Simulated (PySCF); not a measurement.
Gas-phase reaction: 2 H2BNH2 = B2H6 + N2 + H2

Method: PySCF energies plus ideal-gas RRHO corrections (1 bar). † marks an energy on the PBE0/def2-TZVP geometry and frequencies. All species are closed-shell singlets. H2BNH2: computed as isolated molecules; such fragments, hydroxides, amides, oligomers or adducts are transient or little studied in the gas.

PBE0/def2-QZVP† gives ΔH°(298 K) = 236 kJ.

Problem. What do BLYP/def2-TZVP†, ωB97M-V/def2-TZVP†, r2SCAN/def2-TZVP† give?

Solution. BLYP/def2-TZVP†: 203 kJ; ωB97M-V/def2-TZVP†: 215 kJ; r2SCAN/def2-TZVP†: 217 kJ. For scale, ΔH°(298 K) is 236 kJ at this level, 215 kJ at ωB97M-V/def2-TZVP†, and runs from 195 to 418 kJ over the 20 levels computed.
